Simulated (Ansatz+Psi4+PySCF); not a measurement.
Values are calculated unless marked as measured or tabulated.
This PySCF input gave a total energy of -199.31034 hartree.

```python
from pyscf import gto, scf, mp

mol = gto.M(atom="""
F 0.000000 0.000000 0.710300
F 0.000000 0.000000 -0.710300
""", basis='aug-cc-pvtz', charge=-1, spin=1)
mf = scf.UHF(mol)
mf.kernel()
pt = mp.MP2(mf, frozen=2).run()
print(mf.e_tot, pt.e_corr, pt.e_tot)
```

(1) Write an input for Ansatz with the same method and basis set.

Results:

(1)

```yaml
crystal:
  periodic: [false, false, false]
  atoms:
    - { symbol: F, position_ang: [0.0, 0.0, 0.7103] }
    - { symbol: F, position_ang: [0.0, 0.0, -0.7103] }
basis:
  gaussian: { orbitals: aug-cc-pVTZ }
total_charge: -1
magnetization:
  spin_polarized: true
  initial_magnetization: 1
hamiltonian:
  xc: hf
correlation:
  method: mp2
  frozen_orbitals: { F: 1 }
scf:
  omitted_lower_state_checks: [stability, starts, atomic_configurations, cluster_reference, orbital_swaps, given_window_search, neighbouring_geometries, increment]
```

Ansatz (development build ahead of 0.2.0) gave -199.31034 hartree, 0.02 meV from the first.
